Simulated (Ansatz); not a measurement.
Na₂CaV₄O₁₂ (P4/nbm, No. 125; cell taken from a computed entry), treated with PBEsol (plane waves, PAW; Ansatz, a quantum-chemistry and plane-wave program).

Run with plane-wave cutoff 520 eV, 4×4×8 k mesh (along the axes of the cell as run), Fermi–Dirac smearing 0.01 eV, no spin polarisation, scalar-relativistic PAW data made under PBE.

Cell (relaxed with PBEsol):

```xyz
38
Lattice="10.3450 0.0000 0.0000 0.0000 10.3450 0.0000 0.0000 0.0000 4.9556" Properties=species:S:1:pos:R:3 pbc="T T T"
Na     7.7588     7.7588     2.4778
Na     2.5863     7.7588     2.4778
Na     2.5863     2.5863     2.4778
Na     7.7588     2.5863     2.4778
Ca     0.0000     0.0000     2.4778
Ca     5.1725     5.1725     2.4778
V      2.8630     0.0000     0.0000
V      0.0000     2.8630     0.0000
V      7.4821     0.0000     0.0000
V      0.0000     7.4821     0.0000
V      2.3096     5.1725     0.0000
V      5.1725     2.3096     0.0000
V      8.0355     5.1725     0.0000
V      5.1725     8.0355     0.0000
O      4.4961     3.2181     1.1979
O      7.1270     4.4961     1.1979
O      5.8489     7.1270     1.1979
O      3.2181     5.8489     1.1979
O      4.4961     7.1270     3.7577
O      7.1270     5.8489     3.7577
O      5.8489     3.2181     3.7577
O      3.2181     4.4961     3.7577
O      0.6764     1.9544     3.7577
O      8.3906     0.6764     3.7577
O      9.6687     8.3906     3.7577
O      1.9544     9.6687     3.7577
O      0.6764     8.3906     1.1979
O      8.3906     9.6687     1.1979
O      9.6687     1.9544     1.1979
O      1.9544     0.6764     1.1979
O      1.2568     3.9157     0.7287
O      6.4293     1.2568     0.7287
O      9.0883     6.4293     0.7287
O      3.9157     9.0883     0.7287
O      1.2568     6.4293     4.2269
O      6.4293     9.0883     4.2269
O      9.0883     3.9157     4.2269
O      3.9157     1.2568     4.2269
```

What does this level give for the band gap?


band gap: 2.88 eV (direct)

Static lattice: no zero-point or thermal effects.
